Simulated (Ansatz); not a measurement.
The cluster AlB₂ (the lowest doublet isomer of a short search) was relaxed with r2SCAN-D4 (def2-TZVP) in Ansatz in these states: neutral doublet, neutral quartet. The geometries follow in no particular order.

A:

```
atom   x (Å)   y (Å)   z (Å)
  B1  -0.102  -0.748   0.716
  B2  -0.641  -0.362  -0.734
 Al3   0.743   1.110   0.019
```

B:

```csv
atom,x (Å),y (Å),z (Å)
B1,-0.797,0.015,0.593
B2,0.748,0.196,0.624
Al3,0.050,-0.211,-1.217
```

Task: Judge from the bond lengths which geometry belongs to which state (an estimate).

Result: A is the neutral quartet (B2–Al3 2.156 Å, B1–Al3 2.157 Å, B1–B2 1.595 Å); B is the neutral doublet (B2–Al3 2.011 Å, B1–Al3 2.011 Å, B1–B2 1.556 Å).

At PBE0-D4/def2-TZVP a doublet lies 0.22 eV below the neutral quartet. These are the stationary points nearest to one start from a short search; other shapes may lie lower in each state.
